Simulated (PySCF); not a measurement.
Relaxation of doublet B(OH)2

Method: PySCF, UPBE0, basis B def2-TZVP, O def2-TZVP, H def2-TZVP (no relativity, density fitting). A (50,194) grid was used.

A hand-made linear (heavy-atom frame) start, of C2h symmetry, held to at least that symmetry:

Coordinates in bohr (charge 0 multiplicity 2):
```
B     0.0000    0.0000    0.0000
O     0.0000    0.0000    2.7968
O     0.0000    0.0000   -2.7968
H    -1.3897    0.0000    3.9629
H     1.3897    0.0000   -3.9629
```

Optimiser trace:
```csv
step,E − E(last) (kJ/mol),largest gradient (Eh/bohr)
0,99.97,0.07718
1,27.22,0.04346
2,9.13,0.01751
3,3.91,0.00573
4,1.84,0.00657
5,0.19,0.00410
6,0.01,0.00066
7,0.00,0.00019
8,0.00,0.00001
```

It ends at C2h with B–O 1.302 Å (×2), O–H 0.995 Å (×2); B–O–H 115.1° (×2), O–B–O 180.0°. No frequency check is given, so it may be a saddle point. Other isomers or separated fragments may lie lower.

Final geometry:
```xyz
5
charge 0 multiplicity 2, angstrom
B     0.0000    0.0000    0.0000
O     0.1324    0.0000    1.2949
O    -0.1324    0.0000   -1.2949
H    -0.7216    0.0000    1.8061
H     0.7216    0.0000   -1.8061
```
